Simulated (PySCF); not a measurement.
Species: C₄H₈N (doublet state).
Geometry (GFN2-xTB, Å), atoms numbered from 1 in this order:
```
atom  x, y, z in Å
C1     2.3990    0.3717    0.1905
C2     1.1430   -0.0533    0.5285
C3     0.1123   -0.2515   -0.3664
C4    -1.2666   -0.6568    0.0258
N5    -2.2565    0.3909   -0.2355
H6     2.6550    0.5975   -0.8301
H7     3.1713    0.4865    0.9288
H8     0.9409   -0.2669    1.5719
H9     0.2740   -0.0321   -1.4135
H10   -1.3108   -0.8901    1.0925
H11   -1.5870   -1.5422   -0.5351
H12   -2.2858    0.6051   -1.2273
H13   -1.9932    1.2416    0.2523
```

The hyperfine couplings belong to this conformer and change with its torsions.

The species is `[CH2]/C=C/CN` [radical].

The calculation used UKS B3LYP, pcH-1 on C H N, non-relativistic, mean-field spin-orbit, GIAO (PySCF). Geometry: GFN2-xTB, one conformer, isolated molecule. The geometry wasn't refined by DFT: couplings that depend on bond lengths, twists or pyramidal angles can differ widely from those at the functional's own minimum. Stability of the SCF solution: not tested. ⟨S²⟩ is 0.775 where a pure state has 0.75.

(1) Where do the isotropic ENDOR lines of N5, H7, H6, H9, H10/H11, H8 and H12/H13 fall at 341.4 mT, to first order?

(2) Which pairs are centred on the nuclear Larmor frequency, and which on half the coupling?

(3) At what field would the lower line of H8 fall to zero frequency?

## Answers

(1) For S = 1/2 in fast tumbling each set of equivalent nuclei gives two lines, ν± = |νn ± a/2| to first order, with νn = g_N μN B/h and μN/h = 7.62259 MHz/T.

```
 nuclei  isotope     g_N  νn (MHz)  a_iso (MHz)  lower line (MHz)  upper line (MHz)
     N5      14N  0.4038      1.05         2.98              0.44              2.54
     H7       1H  5.5857     14.54       -41.31              6.12             35.19
     H6       1H  5.5857     14.54       -39.30              5.11             34.18
     H9       1H  5.5857     14.54       -38.29              4.61             33.68
H10/H11       1H  5.5857     14.54        22.72              3.18             25.90
     H8       1H  5.5857     14.54        11.54              8.77             20.30
H12/H13       1H  5.5857     14.54        -4.36             12.36             16.71
```

(2) Centred on νn, since |a| < 2νn: H10/H11, H8 and H12/H13. Centred on |a|/2 and split by 2νn: N5, H7, H6 and H9.

(3) Where νn = |a|/2, that is B = 5.77 MHz/(5.5857 × 7.62259 MHz/T) = 135 mT, as far as first order holds there.

Class means assume fast exchange of nuclei equivalent by connectivity; if that motion is slow, each nucleus keeps its own coupling. H6 and H7 aren't averaged: C1 is flat or nearly so (angle sum 360°), and its turn about the short C1–C2 bond (1.37 Å) is taken as slow. The 1H value of +22.7 MHz is a mean of couplings from 2.3 to 43.2 MHz in this one geometry, not an average over conformers.
